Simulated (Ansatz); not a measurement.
H3O+ (oxonium): where methods fail along a bond

H3O+: 4 atoms, total charge +1, spin state singlet. As SMILES, `[OH3+]`. Geometry: relaxed at GFN2-xTB.

```xyz
4

O     0.1961   -0.0610   -0.0569
H     0.2142    0.9194    0.0165
H    -0.4134   -0.3666   -0.7657
H     0.0031   -0.4918    0.8061
```

The O1–H4 distance is scanned; the parts on either side stay rigid. Basis 3-21G, 1 core orbital frozen in the correlated methods; program Ansatz 0.2.0. FCI is exact within this basis and core. Energies in eV from each method's value at 0.984 Å; methods without a U are spin-restricted. The shape above is that at 0.984 Å.

```
distance (Å)  r2SCAN  BHLYP  CAM-B3LYP  wB97M-V  HSE06   MP2  BCCD(T)   FCI
       0.984    0.00   0.00       0.00     0.00   0.00  0.00     0.00  0.00
       1.230    0.66   0.76       0.67     0.66   0.68  0.69     0.67  0.67
       1.476    1.95   2.14       1.98     1.97   2.01  2.03     1.99  1.98
       1.967    4.13   4.53       4.29     4.26   4.27  4.43     4.25  4.24
       2.459    5.33   5.96       5.70     5.68   5.57  6.01     5.44  5.44
```

Departure from the FCI curve at its largest: r2SCAN -0.11 eV at 2.46 Å; BHLYP +0.51 eV at 2.46 Å; CAM-B3LYP +0.25 eV at 2.46 Å; wB97M-V +0.24 eV at 2.46 Å; HSE06 +0.12 eV at 2.46 Å; MP2 +0.57 eV at 2.46 Å; BCCD(T) +0.01 eV at 1.97 Å. For the functionals part of the departure is owed to the small basis.
